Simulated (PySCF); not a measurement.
Compound: H3NSi (triplet state).
Z-matrix (Å and degrees, GFN2-xTB geometry), rows numbered from 1:
```
N 
Si  1  1.6560
H   2  1.4754  1  111.10
H   2  1.4756  1  111.12  3   120.05
H   2  1.4758  1  111.10  3  -119.99
```

As a line formula: `[N][SiH3]` [triplet].

Level of theory: UKS B3LYP, pcH-1 on H N Si, non-relativistic, mean-field spin-orbit, GIAO (PySCF). Spin–spin part from the singly occupied natural orbitals, spin–orbit part to second order with van Wüllen's prefactor. Isolated species at its GFN2-xTB geometry, gas phase. The geometry wasn't refined by DFT: couplings that depend on bond lengths, twists or pyramidal angles can differ widely from those at the functional's own minimum.

Question: What zero-field splitting does the calculation give?

Answer: D = +1.496 cm⁻¹ and E = 0.000 cm⁻¹, with E given the sign of D (E/D = 0.00; 0 is axial, 1/3 the rhombic limit). Point group C3v requires E = 0. Diagonalised alone, the spin–spin tensor gives D = +1.327, E = 0.000 and the spin–orbit tensor D = +0.169, E = 0.000 cm⁻¹; in size the spin–spin D is 7.8 times the other. Largest spin populations (Mulliken): N1 (+1.84), Si2 (-0.10), H5 (+0.09) and H4 (+0.09). N1 is the only atom above +0.15. The positive populations add up to 2.10 and the negative ones to -0.10, together 2S = 2.

Question: Express D in other units.

Answer: D = +44.86 GHz = +1599 mT (with g_iso = 2.0039) = +2.153 K = +185.5 μeV.

Question: What are the three sublevel energies at zero field and the gaps between them?

Answer: With H = D(Sz² − 2/3) + E(Sx² − Sy²): Tz at -0.998 cm⁻¹, Tx at +0.499 cm⁻¹, Ty at +0.499 cm⁻¹. The gaps are |D| − |E| = 44.86 GHz, |D| + |E| = 44.86 GHz and 2|E| = 0.00 GHz.

Question: How are these sublevels filled in thermal equilibrium at 20 K and zero field?

Answer: kT = 13.90 cm⁻¹, so the Boltzmann shares are Tz 35.8 %, Tx 32.1 %, Ty 32.1 %.

Question: Where do the strong lines fall at 94.447 GHz with the field along each axis of D (isotropic g = 2.0039, hyperfine left aside, microwave field at right angles)?

Answer: From exact diagonalisation up to 11600 mT, keeping lines above a fifth of the strength of a high-field Δm = ±1 line:

```tsv
field along	resonance fields (mT)
x	2440, 4090
y	2440, 4090
z	1768, 4967
```

Without D the line would be at 3367 mT. The microwave quantum is 3.150 cm⁻¹, against |D| + |E| = 1.496 cm⁻¹; each axis gives a pair, one line on either side of the centre.

Natural occupations around the open shell: 1.999, 1.000, 1.000, 0.001. ⟨S²⟩ = 2.0067 against the exact 2.0000, so spin contamination is small.

Principal g values: 2.0021, 2.0049, 2.0049.

Hardware: one thread of an AMD EPYC, no GPU, on a shared host. Cost: 14 s wall (with the writing of density and orbital grids), 0.30 GiB resident at most.
